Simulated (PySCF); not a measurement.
Species: nitrosomethane, CH3NO.
SMILES: `CN=O`

Method used: CAM-B3LYP/6-31+G* geometry optimisation, gas phase (PySCF 2.14.0).

Masses are those of the commonest isotopes; rigid-rotor values at the optimised geometry. 

(1) Give the principal moments of inertia and the rotational constants in MHz.

(2) Classify the top.

(3) Is it planar, by Δ = Ic − Ia − Ib?

(4) Give the other two planar moments, Paa and Pbb, and the rms extents of the mass along the axes.

(5) Where do the levels up to J = 2 lie, in cm⁻¹?

(6) Which types of transition are allowed, and where do some lines up to J = 3 fall?

(7) Estimate the classical rotational partition function at 25 K, 200 K and 298.15 K.

Results:

(1) Ia = 8.17, Ib = 43.73, Ic = 48.75 u·Å²; 505379 MHz·u·Å²/I gives A = 61844, B = 11558, C = 10366 MHz.

(2) A near-prolate asymmetric top. Ray's parameter κ = (2B − A − C)/(A − C) = -0.954; −1 is the prolate and +1 the oblate limit.

(3) Not planar: Δ = Ic − Ia − Ib = -3.15 u·Å². For a rigid frame Δ = −2 Σ m c², so Σ m c² = 1.57 u·Å² lies off the ab plane, practically all of it from hydrogen. The atom farthest from that plane is 0.89 Å away.

(4) Paa = Σ m a² = (Ib + Ic − Ia)/2 = 42.15 and Pbb = Σ m b² = (Ia + Ic − Ib)/2 = 6.60 u·Å². With the mass M = 45.02 u, the rms extents √(P/M) along a, b and c are 0.97, 0.38, 0.19 Å.

(5) Above 0(0,0):
J = 1: 1(0,1) 0.7313, 1(1,1) 2.4087, 1(1,0) 2.4484
J = 2: 2(0,2) 2.1932, 2(1,2) 3.8315, 2(1,1) 3.9507, 2(2,1) 8.9829, 2(2,0) 8.9836
Those of J = 1 are B + C, A + C and A + B.

(6) The dipole components are |μa| = 2.59 D, |μb| = 0.55 D, |μc| = 0.00 D; the mirror of this Cs structure is the ab plane, so μc vanishes by symmetry and there are no c-type lines. The squared components, which scale the intensities, stand as 1.00 : 0.04 (a : b). Some lines, for components of 0.1 D or more:

| type | branch | J(Ka,Kc) | MHz | lower level (cm⁻¹) |
| --- | --- | --- | --- | --- |
| a | Q | 2(1,1) ← 2(1,2) | 3574 | 3.832 |
| b | R | 3(0,3) ← 2(1,2) | 16571 | 3.832 |
| a | R | 2(0,2) ← 1(0,1) | 43827 | 0.731 |
| a | R | 2(1,1) ← 1(1,0) | 45039 | 2.448 |
| a | R | 3(1,3) ← 2(1,2) | 63971 | 3.832 |
| a | R | 3(2,2) ← 2(2,1) | 65771 | 8.983 |
| a | R | 3(2,1) ← 2(2,0) | 65855 | 8.984 |
| b | Q | 2(2,0) ← 2(1,1) | 150881 | 3.951 |
| b | Q | 2(2,1) ← 2(1,2) | 154434 | 3.832 |
| b | Q | 3(3,0) ← 3(2,1) | 254320 | 11.180 |
| b | Q | 3(3,1) ← 3(2,2) | 254424 | 11.177 |
| b | R | 3(3,1) ← 2(2,0) | 320174 | 8.984 |
| b | R | 3(3,0) ← 2(2,1) | 320196 | 8.983 |

(7) Point group Cs, symmetry number σ = 1; q = (√π/σ)·√((kT/h)³/(ABC)), k/h = 20836.6 MHz/K: 245 at 25 K, 5540 at 200 K, 10100 at 298.15 K.

Stationary, but not proved a minimum. Constants of a rigid frame at the computed geometry: no zero-point averaging, no centrifugal distortion. A rigid rotor knows nothing of internal rotation, which can split or shift real lines. Quadrupole hyperfine structure (14N) is left out.

Hardware: an Intel Xeon Platinum 8488C with one thread, on a shared host. Cost: 8.2 s, 0.30 GiB resident at most. These figures are those of the optimisation.
